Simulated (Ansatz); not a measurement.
We consider fluorite SrCl2, described by r²SCAN-D4 (Ansatz, a program for electronic structure, plane waves, PAW).

Settings: plane-wave cutoff 560 eV, 8×8×8 k mesh, Fermi–Dirac smearing 0.01 eV, scalar-relativistic PAW data made under PBE.

Computed at the level's own relaxed cell.

Problem. What does this level give for the smallest direct gap on the k points sampled, band gap, lattice parameter a, equilibrium volume per atom and direct gap at Γ?

Solution. 
- smallest direct gap on the k points sampled = 5.99 eV
- band gap = 5.98 eV
- lattice parameter a = 6.969 Å
- equilibrium volume per atom = 28.21 Å³/atom
- direct gap at Γ = 6.33 eV

Measured, for comparison: band gap 7.5 eV (temperature not stated, no zero-point or thermal correction; as tabulated in Aguado et al. (1999), arXiv:cond-mat/9901145); lattice constant a 6.974 Å, equilibrium volume per atom 28.27 Å³/atom (room temperature, no zero-point or thermal correction; as tabulated in Kanchana et al., Calculated structural, elastic and electronic properties of …). Computed (rounded) less measured: lattice constant a -0.1 %, equilibrium volume per atom -0.2 %.

Spin–orbit coupling is not included.

Static lattice: no zero-point or thermal effects.
